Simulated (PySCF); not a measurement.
The first ionisation energy along group 14

All values are computed (PySCF 2.14, energy differences of UHF-based or UKS calculations, no spin-orbit coupling). Values in eV. The last column holds reference values (NIST; (s) semi-empirical, (t) theoretical, else measured). Unmarked ones compare directly (S terms, centres of terms, or small fine structure); those marked * lie between the lowest fine-structure levels and include a spin-orbit shift.

```tsv
element	configurations	UHF	LDA	PBE	PBE0	SCS-MP2 (valence)	CCSD(T) (valence)	reference
C (aug-cc-pVTZ-DK, spin-free X2C)	[He] 2s2 2p2 → [He] 2s2 2p1	10.794	11.686	11.537	11.510	11.121	11.180	11.262
Si (aug-cc-pVTZ-DK, spin-free X2C)	[Ne] 3s2 3p2 → [Ne] 3s2 3p1	7.629	8.229	8.189	8.209	7.953	n/a	8.157
Ge (aug-cc-pVTZ-DK, spin-free X2C)	[Ar] 3d10 4s2 4p2 → [Ar] 3d10 4s2 4p1	7.403	8.008	7.882	7.915	7.680	7.813	7.925
Sn (aug-cc-pVTZ-DK3, spin-free X2C)	[Kr] 4d10 5s2 5p2 → [Kr] 4d10 5s2 5p1	6.851	7.420	7.264	7.310	7.090	7.212	7.389
Pb (aug-cc-pVTZ-DK3, spin-free X2C)	[Xe] 4f14 5d10 6s2 6p2 → [Xe] 4f14 5d10 6s2 6p1	6.577	7.175	6.989	7.027	6.778	6.895	7.417 *
```

| method | elements | mean error (eV) | mean absolute error (eV) | largest error (eV) |
| --- | --- | --- | --- | --- |
| UHF | 4 | -0.514 | 0.514 | -0.538 |
| LDA | 4 | 0.152 | 0.152 | 0.424 |
| PBE | 4 | 0.035 | 0.119 | 0.275 |
| PBE0 | 4 | 0.053 | 0.098 | 0.248 |
| SCS-MP2 (valence) | 4 | -0.222 | 0.222 | -0.299 |
| CCSD(T) (valence) | 3 | -0.124 | 0.124 | -0.178 |

For Pb a determinant mixes LS terms or the coupling is close to jj, so these rows are model values.

Errors include the incompleteness of the basis and the frozen core.

"Valence" correlates the outer s and p shells and, in groups 3 to 12 and the f block, the outer d or f shell, open or full, or the next shell where the ion has no valence electron left; the wider scheme adds the next inner shell.
